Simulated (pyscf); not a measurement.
PySCF, gas phase, ωB97X-D3(BJ)/def2-SVP geometries.

SMILES: CO[Si](C)(O)O
```xyz
14

C     -0.8495    -1.9607    -1.7222
O     -1.3880    -1.1218    -0.7284
Si    -0.8386     0.4251    -0.4465
C      0.9607     0.4560    -0.0090
O     -1.8177     0.9790     0.7727
O     -1.0079     1.3810    -1.7933
H     -1.4750    -2.8633    -1.8063
H     -0.8261    -1.4619    -2.7082
H      0.1796    -2.2805    -1.4734
H      1.2598     1.4647     0.3155
H      1.5829     0.1826    -0.8757
H      1.1750    -0.2481     0.8101
H     -2.4238     0.3202     1.1272
H     -1.9092     1.6397    -2.0120
```
Charge 0, spin multiplicity 1.

Q: How much does it cost (ΔH, 298 K, ωB97M-D3(BJ)/def2-TZVP) to split `[CH3][O][Si]([CH3])([OH])[OH]` at its C–O bond into CH₃• + H₃C–Si(O•)(OH)–OH?

A: C–O to CH₃• + H₃C–Si(O•)(OH)–OH: 94.1 kcal/mol. The 7 functionals that were run give +86.6 (r²SCAN) to +97.0 kcal/mol (M06-2X). Other isomers of H₃C–Si(O•)(OH)–OH were not searched in full and may lie lower.
